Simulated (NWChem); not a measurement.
# C2H5NO (Acetaldoxime) at 6 levels

Aim: a comparison of 6 runs (HF/STO-3G, HF/def2-SVP, HF/pcseg-2, B3LYP/6-31G*, PBE0/def2-SVP, MP2/def2-SVP) of C2H5NO (Acetaldoxime). 

Program for the calculation: NWChem 7.3.0.

1 further run of the same task is left out (set aside as unsound or not needed). Runs told in other sessions of the task aren't counted.

## Step 1: The molecule

C2H5NO: 9 atoms, total charge 0, spin state singlet. As SMILES, `C/C=N/O`. The shape is that of a PBE0-D4/def2-TZVP optimisation. This is one conformer, not always the lowest.

Bond lengths: C1–C2 1.484 Å, C2–N3 1.265 Å, N3–O4 1.386 Å, C1–H5 1.094 Å, C1–H6 1.090 Å, C1–H7 1.094 Å, C2–H8 1.092 Å, O4–H9 0.961 Å. Some angles: C1–C2–N3 120.1°, C2–N3–O4 111.8°, C1–C2–H8 119.8°, N3–C2–H8 120.1°, C2–C1–H5 110.7°, C2–C1–H6 110.4°, C2–C1–H7 110.7°, N3–O4–H9 102.9°, H5–C1–H6 109.0°, H5–C1–H7 107.0°.

## Step 2: Energy and gradient at HF/STO-3G (run 1)

work.nw

```
start work
title "Acetaldoxime"
memory stack 880 mb heap 220 mb global 1100 mb

geometry units bohr noautosym nocenter noautoz
 C   -1.88836552   1.11100778   1.30043393
 C   -0.30033417  -0.41481378  -0.43573305
 N    2.08225142  -0.23173711  -0.35507954
 O    3.23691188  -1.79474849  -2.10995481
 H   -3.06078940  -0.11438512   2.48291116
 H   -0.70613396   2.28227893   2.51331685
 H   -3.17319031   2.32904965   0.23275757
 H   -1.19383448  -1.69718193  -1.78422272
 H    5.00346565  -1.46950773  -1.84441049
end

basis spherical bse
 C library STO-3G
 N library STO-3G
 O library STO-3G
 H library STO-3G
end

scf
 thresh 1e-08
 maxiter 80
end

task scf gradient
```

Command:

```console
nwchem work.nw > work.out
```

The log of the run:

```text
[...]
  functions       =    25
[...]
  wavefunction    = RHF
[...]
         Total SCF energy =   -205.237189533552
      One-electron energy =   -514.777677813938
      Two-electron energy =    191.519224733926
 Nuclear repulsion energy =    118.021263546460
        Time for solution =      1.0s
[...]
                         RHF ENERGY GRADIENTS
    atom               coordinates                        gradient
                 x          y          z           x          y          z
   1 C      -1.888366   1.111008   1.300434    0.024142  -0.015622  -0.018181
   2 C      -0.300334  -0.414814  -0.435733    0.013407   0.020766   0.021889
   3 N       2.082251  -0.231737  -0.355080   -0.027781  -0.019566  -0.019873
   4 O       3.236912  -1.794748  -2.109955    0.032880   0.025082   0.025611
   5 H      -3.060789  -0.114385   2.482911   -0.003667  -0.003160   0.001905
   6 H      -0.706134   2.282279   2.513317    0.002608   0.002337   0.002409
   7 H      -3.173190   2.329050   0.232758   -0.003901   0.001964  -0.002815
   8 H      -1.193834  -1.697182  -1.784223    0.003331  -0.002281  -0.002643
   9 H       5.003466  -1.469508  -1.844410   -0.041019  -0.009519  -0.008302
[...]
```

Wall time 1.8 s (1 thread of Intel Xeon Platinum 8488C (Sapphire Rapids), shared host); peak memory 0.099 GiB.

## Step 3: Energy and gradient at HF/def2-SVP (run 2)

input.nw

```
start input
title "C2H5NO gradient"
memory total 2200 mb

geometry noautosym nocenter noautoz
  C    -0.999280    0.587920    0.688160
  C    -0.158930   -0.219510   -0.230580
  N     1.101880   -0.122630   -0.187900
  O     1.712900   -0.949740   -1.116540
  H    -1.619700   -0.060530    1.313900
  H    -0.373670    1.207730    1.329990
  H    -1.679180    1.232480    0.123170
  H    -0.631750   -0.898110   -0.944170
  H     2.647720   -0.777630   -0.976020
end

basis spherical bse
  * library def2-SVP
end

scf
  thresh 1e-08
  maxiter 80
  noprint "final vectors analysis"
end

task scf gradient
```

Command:

```console
nwchem input.nw > input.out
```

The log of the run:

```text
[...]
  functions       =    81
[...]
  wavefunction    = RHF
[...]
         Total SCF energy =   -207.728719125312
      One-electron energy =   -516.515789368377
      Two-electron energy =    190.765798227154
 Nuclear repulsion energy =    118.021272015911
        Time for solution =      7.2s
[...]
                         RHF ENERGY GRADIENTS
    atom               coordinates                        gradient
                 x          y          z           x          y          z
   1 C      -1.888365   1.111008   1.300434    0.006353  -0.003878  -0.004536
   2 C      -0.300334  -0.414814  -0.435733   -0.026434   0.000534   0.001889
   3 N       2.082251  -0.231737  -0.355080    0.018665   0.015084   0.015458
   4 O       3.236912  -1.794748  -2.109955   -0.013519  -0.016606  -0.017363
   5 H      -3.060789  -0.114385   2.482911   -0.000948  -0.000519   0.000581
   6 H      -0.706134   2.282279   2.513317    0.000748   0.000694   0.000717
   7 H      -3.173190   2.329049   0.232758   -0.000996   0.000568  -0.000423
   8 H      -1.193834  -1.697182  -1.784223   -0.001913  -0.001524  -0.001561
   9 H       5.003465  -1.469508  -1.844410    0.018044   0.005647   0.005237
[...]
```

Run time: 9.6 s. Hardware: 1 thread of Intel Xeon Platinum 8488C (Sapphire Rapids), shared host; peak memory 0.1 GiB.

Runs 3 to 5 aren't shown in full; the table further down has their settings and results.

## Step 4: Energy and forces at MP2/def2-SVP (run 6)

c2h5no.xyz

```xyz
9

C     -0.999280     0.587920     0.688160
C     -0.158930    -0.219510    -0.230580
N      1.101880    -0.122630    -0.187900
O      1.712900    -0.949740    -1.116540
H     -1.619700    -0.060530     1.313900
H     -0.373670     1.207730     1.329990
H     -1.679180     1.232480     0.123170
H     -0.631750    -0.898110    -0.944170
H      2.647720    -0.777630    -0.976020
```

c2h5no.nw

```
start c2h5no
memory total 2200 mb
charge 0

geometry units angstrom noautosym nocenter noautoz
 load c2h5no.xyz
end

basis spherical bse
 * library def2-SVP
end

scf
 thresh 1e-08
 maxiter 80
end

mp2
 freeze core 4
 tight
end

task mp2 gradient
```

Command:

```console
nwchem c2h5no.nw > c2h5no.out
```

The log of the run:

```text
[...]
  functions       =    81
[...]
  wavefunction    = RHF
[...]
         Total SCF energy =   -207.728719125349
      One-electron energy =   -516.515789368392
      Two-electron energy =    190.765798227132
 Nuclear repulsion energy =    118.021272015911
        Time for solution =      7.0s
[...]
          Total MP2 energy          -208.356516860222
[...]
                         mp2 ENERGY GRADIENTS
    atom               coordinates                        gradient
                 x          y          z           x          y          z
   1 C      -1.888365   1.111008   1.300434    0.002598  -0.000076  -0.000221
   2 C      -0.300334  -0.414814  -0.435733    0.018189   0.001026   0.000211
   3 N       2.082251  -0.231737  -0.355080   -0.024076  -0.002629  -0.001660
   4 O       3.236912  -1.794748  -2.109955    0.003018   0.002250   0.002295
   5 H      -3.060789  -0.114385   2.482911    0.002113   0.002500  -0.002774
   6 H      -0.706134   2.282279   2.513317   -0.003222  -0.002624  -0.002687
   7 H      -3.173190   2.329049   0.232758    0.002361  -0.002863   0.002164
   8 H      -1.193834  -1.697182  -1.784223    0.002010   0.003651   0.003864
   9 H       5.003465  -1.469508  -1.844410   -0.002991  -0.001235  -0.001193
[...]
```

Wall time 18 s (1 thread of Intel Xeon Platinum 8488C (Sapphire Rapids), shared host); peak memory 0.23 GiB.

## Step 5: Overview of the runs

```
run                               level  Cartesian functions  iteration cap  energy (Eh)  dipole moment (D)  HOMO energy (eV)  LUMO energy (eV)  wall time
  1                           HF/STO-3G                   no             80  -205.237190               0.32             -8.45              8.25      1.8 s
  2                         HF/def2-SVP                   no             80  -207.728719               0.93                 –                 –      9.6 s
  3                          HF/pcseg-2                   no             80  -207.964827               1.04            -10.54              2.81    2.6 min
  4  B3LYP/6-31G* (Cartesian functions)                  yes            100  -209.130721               0.50             -6.74              0.41       31 s
  5                       PBE0/def2-SVP                   no            100  -208.738925               0.50             -7.18              0.42       31 s
  6                        MP2/def2-SVP                   no             80  -208.356517               0.43            -10.50              4.66       18 s
```

## Step 6: Results

| quantity | value |
| --- | --- |
| run 6: total energy | -208.35652 Eh |
| run 6: dipole moment (of the density that the program reports) | 0.43 D |
| run 6: HOMO energy (Hartree–Fock orbitals) | -10.50 eV |
| run 6: LUMO energy (Hartree–Fock orbitals) | 4.66 eV |
| run 6: HOMO–LUMO gap (Hartree–Fock orbitals) | 15.16 eV |
| run 6: correlation energy (4 core orbitals frozen) | -627.8 mEh |
| run 6: largest force on an atom | 1.248 eV/Å |

**Reading.** The dipole moment (its size) runs from 0.32 D (HF/STO-3G) to 1.04 D (HF/pcseg-2). Over runs 1, 3, 4, 5 the HOMO–LUMO gap runs from 7.15 eV (B3LYP/6-31G*) to 16.70 eV (HF/STO-3G). The two ends differ in method and basis. Totals of different functionals can't be ranked against each other. In run 1 the basis is minimal, so the values are rough. All runs together took 4.2 min, the longest 2.6 min.
